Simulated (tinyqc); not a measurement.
RKS/PBE in the sto-3g basis, for LiH, spin multiplicity 1, step by step. One step of it, computed by the program tinyqc.

Question. Iteration 2: building the Kohn-Sham matrix. J_ij = sum D_kl (ij|kl); F = H + J + V_xc; E = tr D H + tr D J / 2 + E_xc + E_nn.

D after iteration 1, lower triangle:
```
            1Li 1s    1Li 2s   1Li 2px   1Li 2py   1Li 2pz     2H 1s
1Li 1s    1.955227
1Li 2s    0.070353  0.118932
1Li 2px   0.000000  0.000000  0.000000
1Li 2py   0.000000  0.000000  0.000000  0.000000
1Li 2pz  -0.040871  0.094442  0.000000  0.000000  0.079885
2H 1s    -0.153097  0.396378  0.000000  0.000000  0.334349  1.399552
```

core Hamiltonian H = T + V (hartree), lower triangle:
```
            1Li 1s     1Li 2s    1Li 2px    1Li 2py    1Li 2pz      2H 1s
1Li 1s   -4.636072
1Li 2s   -1.040036  -1.327669
1Li 2px   0.000000   0.000000  -1.080055
1Li 2py   0.000000   0.000000   0.000000  -1.080055
1Li 2pz  -0.007787  -0.082598   0.000000   0.000000  -1.141300
2H 1s    -0.060238  -0.348698   0.000000   0.000000  -0.489565  -1.156465
```

Two-electron integrals (ij|kl) in chemists' order, unique and non-zero (hartree):
```
(11|11) 1.680395   (21|11) 0.265420   (21|21) 0.049941   (22|11) 0.397727
(22|21) 0.092860   (22|22) 0.290562   (31|31) 0.008981   (32|31) 0.013788
(32|32) 0.064184   (33|11) 0.396640   (33|21) 0.092880   (33|22) 0.290497
(33|33) 0.312946   (41|41) 0.008981   (42|41) 0.013788   (42|42) 0.064184
(43|43) 0.016869   (44|11) 0.396640   (44|21) 0.092880   (44|22) 0.290497
(44|33) 0.279207   (44|44) 0.312946   (51|51) 0.008981   (52|51) 0.013788
(52|52) 0.064184   (53|53) 0.016869   (54|54) 0.016869   (55|11) 0.396640
(55|21) 0.092880   (55|22) 0.290497   (55|33) 0.279207   (55|44) 0.279207
(55|55) 0.312946   (61|11) 0.014032   (61|21) 0.002681   (61|22) 0.005168
(61|33) 0.005101   (61|44) 0.005101   (61|51) 0.000368   (61|52) 0.000720
(61|55) 0.005305   (61|61) 0.000162   (62|11) 0.067686   (62|21) 0.016160
(62|22) 0.058433   (62|33) 0.054967   (62|44) 0.054967   (62|51) 0.002439
(62|52) 0.018544   (62|55) 0.065310   (62|61) 0.001071   (62|62) 0.024762
(63|31) 0.000864   (63|32) 0.004932   (63|53) 0.002369   (63|63) 0.001191
(64|41) 0.000864   (64|42) 0.004932   (64|54) 0.002369   (64|64) 0.001191
(65|11) 0.095009   (65|21) 0.022797   (65|22) 0.084319   (65|33) 0.078559
(65|44) 0.078559   (65|51) 0.003745   (65|52) 0.028713   (65|55) 0.095761
(65|61) 0.001538   (65|62) 0.038045   (65|65) 0.058728   (66|11) 0.229947
(66|21) 0.055433   (66|22) 0.220038   (66|33) 0.202203   (66|44) 0.202203
(66|51) 0.007755   (66|52) 0.077763   (66|55) 0.255549   (66|61) 0.003676
(66|62) 0.124544   (66|65) 0.195794   (66|66) 0.774606
```

nuclear repulsion = 0.68993117 hartree

V_xc (hartree), lower triangle:
```
            1Li 1s     1Li 2s    1Li 2px    1Li 2py    1Li 2pz      2H 1s
1Li 1s   -1.078440
1Li 2s   -0.138213  -0.141391
1Li 2px   0.000000   0.000000  -0.129808
1Li 2py   0.000000   0.000000   0.000000  -0.129808
1Li 2pz  -0.001446  -0.042921   0.000000   0.000000  -0.160718
2H 1s    -0.007398  -0.071073   0.000000   0.000000  -0.112006  -0.490776
```

E_xc = sum of w rho eps_xc = -2.32897636 hartree

Give: Coulomb J; Kohn-Sham matrix F; total energy of this density.

Answer.

Coulomb J (hartree), lower triangle:
```
         1Li 1s  1Li 2s  1Li 2px  1Li 2py  1Li 2pz  2H 1s
1Li 1s    3.837
1Li 2s    0.649   1.258
1Li 2px   0.000   0.000    1.223
1Li 2py   0.000   0.000    0.000    1.223
1Li 2pz   0.017   0.154    0.000    0.000    1.320
2H 1s     0.036   0.369    0.000    0.000    0.555  1.831
```

Kohn-Sham matrix F (hartree), lower triangle:
```
         1Li 1s  1Li 2s  1Li 2px  1Li 2py  1Li 2pz  2H 1s
1Li 1s   -1.878
1Li 2s   -0.529  -0.212
1Li 2px   0.000   0.000    0.013
1Li 2py   0.000   0.000    0.000    0.013
1Li 2pz   0.008   0.028    0.000    0.000    0.018
2H 1s    -0.032  -0.051    0.000    0.000   -0.047  0.183
```

total energy of this density = -7.77283 hartree
